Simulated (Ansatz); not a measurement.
# AlCl: the cost of one run

Program: Ansatz 0.2.0. Level of theory: DFT B3LYP, Gaussian basis aug-cc-pV(T+d)Z, and further levels as typed in the inputs. These are calculated values, not measurements.

### Step 1. The system as given

Bond lengths: Al1–Cl2 2.130 Å.

As a file:

```xyz
2

Al    0.0000    0.0000    0.0000
Cl    0.0000    0.0000    2.1300
```

### Step 2. Batch of points: AlCl

input.yaml

```yaml
basis:
  gaussian: { orbitals: "aug-cc-pV(T+d)Z.json" }
hamiltonian:
  xc: { name: B3LYP }
batch:
  members: [s0.yaml, s1.yaml, s2.yaml, s3.yaml, s4.yaml, s5.yaml, ...]
# s1.yaml, one of 18 members:
crystal:
  periodic: [false, false, false]
  atoms:
    - { symbol: Al, position_ang: [0.0, 0.0, 0.0] }
    - { symbol: Cl, position_ang: [0.0, 0.0, 1.86] }
```

**Question.** How long does this run take on 4 threads of Arm Neoverse V2, shared host, and how much memory does it need?

About 9.7 s, with a peak of 0.5 GiB.
